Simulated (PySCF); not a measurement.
Species: dihydrogen phosphate, H₂O₄P (charge -1).
Bonds: O1–P2 (double), P2–O3, P2–O4, P2–O5. Hydrogens: H6 on O4; H7 on O5.

Structure optimised with GFN2-xTB, isolated species.

Q: Give the optimised bond lengths and angles.

A: 
| bond | length (Å) |
| --- | --- |
| O1=P2, P2–O3 | 1.485 |
| P2–O4, P2–O5 | 1.672 |
| O4–H6, O5–H7 | 0.953 |

Bonds in one row agree within 0.01 Å and their mean is given. A selection of angles:
| angle | degrees |
| --- | --- |
| O1–P2–O3 | 124.1 |
| O1–P2–O4 | 108.7 |
| O1–P2–O5 | 106.8 |
| O4–P2–O5 | 98.7 |
| P2–O4–H6 | 99.8 |

Torsions: H6–O4–P2–O1 -160° (antiperiplanar); H7–O5–P2–O1 -24° (synperiplanar). The mirror-image conformer, all signs reversed, is as good.

P2 (phosphoryl phosphorus) is distorted tetrahedral (angles from 98.7° to 124.1°). The 4 O–P bonds span 1.485 Å (O1=P2, drawn double in one of several resonance forms) to 1.672 Å (P2–O4, drawn single), a spread of 0.187 Å.

Point group: C2 (tolerance 0.08 Å). Not checked by GFN2-xTB frequencies. Torsions: O1–P2–O4–H -160°, O1–P2–O5–H -24°.

The numbers are calculated, not measured.
